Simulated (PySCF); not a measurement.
Species: boron monofluoride, BF (singlet state).
SMILES: `[B]F`

Level of theory: PBE0-D3(BJ)/def2-SVP geometry optimisation, gas phase in PySCF 2.14.0.

Masses are those of the commonest isotopes; rigid-rotor values at the optimised geometry. 

(1) What are the moment of inertia and the rotational constant?

(2) List the first levels of a rigid rotor in a Σ state.

(3) Where do the first rotational lines fall?

(4) Estimate the classical rotational partition function at 25 K, 50 K and 200 K.

## Answers

(1) I = 11.119 u·Å², B = 505379 MHz·u·Å²/I = 45451 MHz (1.5161 cm⁻¹, or 2.181 K as hB/k). For two atoms I = μr² with μ = 6.9702 u and r = 1.2630 Å.

(2) E(J) = BJ(J+1): J = 1: 3.032, J = 2: 9.096, J = 3: 18.193, J = 4: 30.321, J = 5: 45.482, J = 6: 63.675 cm⁻¹.

(3) The dipole is 1.20 D; J+1 ← J lies at 2B(J+1): 1 ← 0 at 90.90 GHz, 2 ← 1 at 181.80 GHz, 3 ← 2 at 272.70 GHz, 4 ← 3 at 363.61 GHz, 5 ← 4 at 454.51 GHz, 6 ← 5 at 545.41 GHz.

(4) Point group C∞v, symmetry number σ = 1; q = kT/(σhB), k/h = 20836.6 MHz/K: 11.5 at 25 K, 22.9 at 50 K, 91.7 at 200 K.

PBE0-D3(BJ)/def2-SVP frequencies: not computed here. Zero-point vibration and centrifugal distortion are left out.

Hardware: one thread, x86-64 server, no GPU (shared host). Cost: 0.7 s of wall time. That covers the optimisation of the geometry.
